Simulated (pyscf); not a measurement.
Single points on ωB97X-D3(BJ)/def2-SVP structures (PySCF, gas phase).

Problem. For H₂N–BH–Cl + hydrogen (H₂) → H₂B–NH₂ + hydrogen chloride (HCl), a four-centre exchange (singlet surface; B–Cl, H–H broken, B–H, Cl–H formed), PBE/def2-TZVP gives ΔE‡ = 1.57 eV and ΔE = +0.76 eV (zero: the separated reactants). In which direction and how far do r²SCAN/def2-TZVP, M06-2X/def2-TZVP, ωB97M-D3(BJ)/def2-TZVP move these?

Solution. r²SCAN: ΔE‡ = 1.69 eV, ΔE = +0.82 eV; M06-2X: ΔE‡ = 1.92 eV, ΔE = +0.80 eV; ωB97M-D3(BJ): ΔE‡ = 1.87 eV, ΔE = +0.73 eV. PBE's barrier lies under all of them, by 0.12 to 0.35 eV. Its reaction energy lies among theirs. One saddle was located; it need not be the lowest between these sides.
